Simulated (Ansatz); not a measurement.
Saddle point of CH6AlF, closed shell (CH₅Al ([CH3][AlH2]) + HF → AlH₂F ([F][AlH2]) + CH₄; bonds formed: C2–H5; dative contacts that become bonds: Al1–F6; bonds broken: Al1–C2, H5–F6), PBE0-D4/def2-TZVP structure:

```json
{"atom": "Al1", "x (Å)": "-0.3657", "y (Å)": "-1.0516", "z (Å)": "0.0836"}
{"atom": "C2", "x (Å)": "-0.1642", "y (Å)": "0.9904", "z (Å)": "-0.0785"}
{"atom": "H3", "x (Å)": "-0.8194", "y (Å)": "-1.7823", "z (Å)": "-1.2445"}
{"atom": "H4", "x (Å)": "-0.7512", "y (Å)": "-1.5738", "z (Å)": "1.5270"}
{"atom": "H5", "x (Å)": "1.1770", "y (Å)": "0.0598", "z (Å)": "-0.0165"}
{"atom": "F6", "x (Å)": "1.5889", "y (Å)": "-0.8883", "z (Å)": "0.0377"}
{"atom": "H7", "x (Å)": "0.7443", "y (Å)": "1.6145", "z (Å)": "-0.0305"}
{"atom": "H8", "x (Å)": "-0.7752", "y (Å)": "1.3660", "z (Å)": "0.7476"}
{"atom": "H9", "x (Å)": "-0.6344", "y (Å)": "1.2653", "z (Å)": "-1.0260"}
```

Energies are electronic, without zero-point energy. Barriers and step energies count from the start structure reached by relaxing down the imaginary mode; all methods use the PBE0-D4 structures, on which another method's saddle can fall below an end. Ansatz 0.2.0; basis: def2-TZVPP, with def2-QZVPP for the basis limit; cores frozen in the correlated methods. B3LYP uses VWN-RPA correlation. Extrapolation: Hartree–Fock as exp(−7.88 √X), correlation as X^−2.97.

```tsv
method	barrier (eV)	step energy (eV)
SPW92	-0.174	-1.599
PBE-D4	-0.006	-1.699
BLYP-D4	0.074	-1.832
r2SCAN-D4	0.039	-1.770
B97M-V	0.191	-1.787
PBE0-D4	0.080	-1.704
B3LYP-D4	0.130	-1.828
r2SCAN0-D4	0.103	-1.761
BHLYP-D4	?	-1.851
CAM-B3LYP-D4	0.125	-1.822
wB97X-V	0.145	-1.771
wB97M-V	0.149	-1.746
B2PLYP	0.155	-1.827
PBE-QIDH	?	-1.738
RPA on PBE	0.191	-1.745
HF	?	-1.925
MP2	0.151	-1.777
CCSD	0.242	-1.779
CCSD(T)	0.192	-1.756
```

Fill in the withheld barriers. (To be estimated.)

By the calculation: HF 0.489; PBE-QIDH 0.139; BHLYP-D4 0.232 eV. Each is the energy of the saddle less that of the start structure, by the same method.

For comparison, the barrier by CCSD(T) at an estimated basis limit (MP2 extrapolated from triple and quadruple zeta, plus CCSD(T) − MP2 in triple zeta) is 0.184 eV.

The T1 diagnostic stays at or below 0.011.

Labels in which every atom is bracketed show which atoms are joined, not bond orders.

For scale, one of the runs: CCSD(T)/def2-TZVPP, 188 basis functions (an equivalent command: `ansatz run in.yaml --threads 2`). Time: 100 s of wall clock on 2 CPU threads; the host was shared. Peak host memory: 2 GiB.
